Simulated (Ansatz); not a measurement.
# AlH5NSi: the cost of one run

Program: Ansatz 0.2.0. Level of theory: UHF/6-31G*. These are calculated values, not measurements.

## Step 1: The starting structure

Bond lengths: N1–Al2 1.716 Å, Al2–Si3 2.486 Å, N1–H4 1.012 Å, Al2–H5 1.578 Å, Si3–H6 1.476 Å, Si3–H7 1.475 Å, Si3–H8 1.470 Å. Angles: N1–Al2–Si3 113.8°, N1–Al2–H5 140.8°, Si3–Al2–H5 105.4°, Al2–N1–H4 134.1°, Al2–Si3–H6 115.6°, Al2–Si3–H7 114.6°, Al2–Si3–H8 105.2°, H6–Si3–H7 105.9°, H6–Si3–H8 107.5°, H7–Si3–H8 107.6°.

Coordinates:

```xyz
8

N    -1.9504    0.3772   -0.9905
Al   -0.3318    0.8512   -0.6732
Si    0.9008   -0.7175    0.8098
H    -2.6961    0.7551   -1.5617
H     0.6950    1.9998   -1.0161
H     1.6044   -0.0973    1.9495
H     1.9032   -1.5534    0.1232
H    -0.1252   -1.6151    1.3589
```

## Step 2: End point A

input.yaml reads:

```yaml
crystal:
  periodic: [false, false, false]
  atoms:
    - { symbol: "N", position_ang: [-1.95043, 0.37724, -0.99046] }
    - { symbol: Al, position_ang: [-0.33181, 0.85125, -0.67316] }
    - { symbol: Si, position_ang: [0.90078, -0.71753, 0.80978] }
    - { symbol: H, position_ang: [-2.69607, 0.75506, -1.56175] }
    - { symbol: H, position_ang: [0.69501, 1.99984, -1.01606] }
    - { symbol: H, position_ang: [1.60445, -0.09733, 1.94955] }
    - { symbol: H, position_ang: [1.90323, -1.55341, 0.12323] }
    - { symbol: H, position_ang: [-0.12517, -1.61513, 1.35886] }
magnetization:
  spin_polarized: true
  initial_magnetization: 1
basis:
  gaussian: { orbitals: "6-31G*" }
hamiltonian:
  xc: hf
relax:
  f_tol: 0.02
  max_steps: 50
```

On the command line:

```bash
$ ansatz run input.yaml --threads 1 --pin off --max-ram 2048MiB --backend cpu --events-out ev --progress --plain --runs-dir out
```

**Question.** How long does this run take on 1 thread of Arm Neoverse V1, shared host, and how much memory does it need?

About 30 s, with a peak of 0.15 GiB.
